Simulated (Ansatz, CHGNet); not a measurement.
Lattice parameter c of 2H MoTe2: levels of theory against measurement

Reference value: 13.974 Å (measured, 300 K, no zero-point or thermal correction; as tabulated in arXiv:1605.07067).

| level (code) | value (Å) | difference (%) |
|---|---|---|
| CHGNet-r²SCAN | 14.817 | +6.03 |
| LDA (Ansatz) | 13.772 | -1.45 |
| PBE (Ansatz) | 15.342 | +9.79 |
| PBE+SOC (Ansatz) | 15.225 | +8.95 |
| PBE-D3(BJ) (Ansatz) | 13.695 | -2.00 |
| PBE-D4 (Ansatz) | 13.730 | -1.75 |
| rVV10 (Ansatz) | 14.221 | +1.77 |
| r²SCAN (Ansatz) | 14.731 | +5.42 |
| r²SCAN+SOC (Ansatz) | 14.713 | +5.29 |
| r²SCAN-D4 (Ansatz) | 14.252 | +1.99 |
| r²SCAN+rVV10 (Ansatz) | 14.176 | +1.45 |
| PBE0-D4 (Ansatz) | 13.713 | -1.87 |

The reference is not for a static lattice or low temperature, so close values are not ranked against it. Off by more than 1.75 %, or 2.45 % on the side where a correction would as a rule narrow the miss (bounds picked here): PBE (+9.79 %), PBE+SOC (+8.95 %), CHGNet-r²SCAN (+6.03 %), r²SCAN (+5.42 %), r²SCAN+SOC (+5.29 %), r²SCAN-D4 (+1.99 %), rVV10 (+1.77 %).

The reference isn't brought to a static lattice, while the calculations are for one, so the differences are not the levels' errors alone.  LDA: LDA has no dispersion term either, though it tends to give short spacings of layers, chains or molecules. PBE, PBE+SOC, r²SCAN, r²SCAN+SOC: for a layered or molecular solid the relaxed cell lies over 5 % above the published volume, where the minimum can be shallow. PBE, PBE+SOC, r²SCAN, r²SCAN+SOC: the cell comes from a level without a dispersion term, which matters for the spacing of layers, chains or molecules. PBE-D3(BJ), PBE0-D4: a distance lies near a switch of the dispersion term, which can move the cell. Cutoffs and k meshes differ between the levels. Ansatz's density-functional and Hartree–Fock values are scalar-relativistic unless marked +SOC, with PAW data made under PBE.

Machine-learned potentials (CHGNet-r²SCAN) are trained on DFT data: a solid inside that data is no test of them.

Differences are worked out from the printed values.

Ansatz is an electronic-structure program.
